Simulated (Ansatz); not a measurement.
**1,2-elimination**

Start structure (SiNH4Cl, closed shell), relaxed at PBE0-D4/def2-TZVP:

Si1  (-0.438, -0.069, 0.451)
H2  (-0.058, 0.496, 1.763)
N3  (0.651, 0.511, -0.719)
H4  (1.641, 0.517, -0.535)
H5  (-1.809, 0.292, 0.033)
Cl6  (-0.451, -2.125, 0.707)
H7  (0.464, 0.378, -1.700)
(Å)

The step: SiNH₄Cl ([NH2][SiH2][Cl]) → SiNH₂Cl ([NH][SiH][Cl]) + H₂; bonds formed: H2–H4; bonds broken: Si1–H2, N3–H4. Ansatz 0.2.0; basis: def2-TZVPP and def2-QZVPP; cores frozen in the correlated methods. Extrapolation: Hartree–Fock as exp(−7.88 √X), correlation as X^−2.97. Energies below are by CCSD(T) at an estimated basis limit (MP2 extrapolated from triple and quadruple zeta, plus CCSD(T) − MP2 in triple zeta).

(1) What are the electronic barrier and the energy of the step, from the start structure to the end structure? (An estimate is asked for; the value comes from the calculation.)

No T1 diagnostic of these runs exceeds 0.017.

Results:

(1) The calculation gives: Barrier 81.48 kcal/mol; step energy 59.99 kcal/mol (uphill); reverse barrier, their difference, 21.49 kcal/mol. Barrier and step energy count from the start structure, the reverse barrier from the end structure.

The saddle point: One imaginary mode of 1055i cm⁻¹.
```json
{"pair": "H2–H4", "start (Å)": "2.86", "saddle (Å)": "0.90", "end (Å)": "0.75"}
{"pair": "Si1–H2", "start (Å)": "1.48", "saddle (Å)": "1.75", "end (Å)": "3.21"}
{"pair": "N3–H4", "start (Å)": "1.01", "saddle (Å)": "1.59", "end (Å)": "3.46"}
```

Zero-point energy (harmonic, PBE0-D4): ZPE is 28.26 kcal/mol at the start and 24.08 kcal/mol at the saddle, so the barrier goes from 81.48 to 77.30 kcal/mol.

First-order rate constant out of the start structure at 298 K by transition-state theory, with harmonic vibrational free energies alone and no tunnelling: ΔA‡ = 77.29 kcal/mol, so k = (kB T/h) exp(−ΔA‡/kB T) ≈ 10^-44 s⁻¹ (an order of magnitude at best: rotation, the number of equivalent paths and anharmonicity are left out).

Labels in which every atom is bracketed show which atoms are joined, not bond orders.

For scale, one of the runs: CCSD(T)/def2-TZVPP, 171 basis functions, launched by `ansatz run in.yaml --threads 2 --pin off --events-out ev --progress --plain --max-ram 4352MiB`. Time: 20 s of wall clock on 2 CPU threads of an Arm Neoverse V2; the host was shared. Peak host memory: 1.4 GiB.
